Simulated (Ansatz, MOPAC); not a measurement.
Molecule: hydrogen sulfide, H$_{2}$S (charge 0, singlet). SMILES: S
Geometry: optimised at B3LYP-D3(BJ)/def2-TZVP (Ansatz, a first-principles code).

PM3 beside other levels, property by property. Terms: UHF or UKS for open shells; no spin-orbit coupling; no dispersion term unless named; each state is the SCF solution reached for its charge and spin; non-relativistic; frozen cores in correlated levels; PM7 with its own dispersion and hydrogen-bond terms; 6-31G* and kin with 6d, 5d where marked. CBS marks a two-point X^-3 extrapolation of the correlation energy; Hartree-Fock from the larger set. Ab initio and DFT rows: single points at B3LYP-D3(BJ) geometries (Ansatz), with unscaled harmonic terms from B3LYP/6-31G* at its own minima, enthalpies of formation by atomisation with measured atoms. Semi-empirical rows: MOPAC heats of formation at their own minima for 298 K, the proton's as measured; differences of heats of formation at the shared geometry for vertical values; dipoles at the shared geometry. Sets without +, aug- or the D of def2-TZVPD hold no diffuse functions, which anions need.

Measured values: Active Thermochemical Tables 1.112 (ions: stationary electron), as tabulated in the package chemicals; G2/97 table in ASE (Curtiss et al.); CCCBDB table in ASE; G2/97 table in ASE (Curtiss et al.); NIST CCCBDB, as tabulated in the package chemicals; they hold spin-orbit and core effects, anharmonicity. Coupled cluster (Ansatz) is a level with limits of its own, used here on species with T1 under 0.025 (0.045 for open shells) and stable references: (a) CCSD(T)/CBS(aug-cc-pV(T+d)Z,aug-cc-pV(Q+d)Z); (b) CCSD(T)/CBS(cc-pV(T+d)Z,cc-pV(Q+d)Z).

| property | PM3 (MOPAC) | PM6 (MOPAC) | PM7 (MOPAC) | B3LYP/6-31G* (Ansatz) | to compare with |
|---|---|---|---|---|---|
| H-S bond dissociation enthalpy at 298 K, to [SH] (HS) + H atom (kcal/mol) | 90.6 | 85.8 | 87.4 | 86.5 | 91.2 measured |
| deprotonation enthalpy (H-S bond) at 298 K, to [SH-] + H+ (kcal/mol) | 350.7 | 339.5 | 339.1 | 358.8 | 350.8 coupled cluster (a) |
| enthalpy of formation at 298 K (kcal/mol) | -0.9 | -1.7 | -3.5 | 2.1 | -4.9 measured |
| proton affinity at S (heteroatom site), enthalpy at 298 K, to [SH3+] (kcal/mol) | 189.2 | 188.0 | 188.8 | 167.6 | 168.4 coupled cluster (b) |
| size of the dipole moment (D) | 1.83 | 1.39 | 1.79 | 1.43 | 0.97 measured |
| vertical ionisation energy to the doublet (eV) | 9.51 | 9.10 | 9.28 | 10.38 | 10.50 measured |

As the rows show:
- H-S bond dissociation enthalpy at 298 K, to [SH] (HS) + H atom: PM3 lies 0.6 kcal/mol below the measured value.
- deprotonation enthalpy (H-S bond) at 298 K, to [SH-] + H+: PM3 lies 0.1 kcal/mol below coupled cluster.
- enthalpy of formation at 298 K: PM3 lies 4.0 kcal/mol above the measured value.
- proton affinity at S (heteroatom site), enthalpy at 298 K, to [SH3+]: PM3 lies 20.8 kcal/mol above coupled cluster.
- size of the dipole moment: PM3 lies 0.86 D above the measured value.
- vertical ionisation energy to the doublet: PM3 lies 0.99 eV below the measured value.

The properties are those with a value to compare with, at most eight drawn at random. No case is left out for the size of its miss. Left out are saddle points of the reference geometry, anions that the best level run finds unbound, excited spin states, species near biochemistry, cases with under five habitual levels, runs that failed or whose electronic state is in doubt, and table entries that another table contradicts.
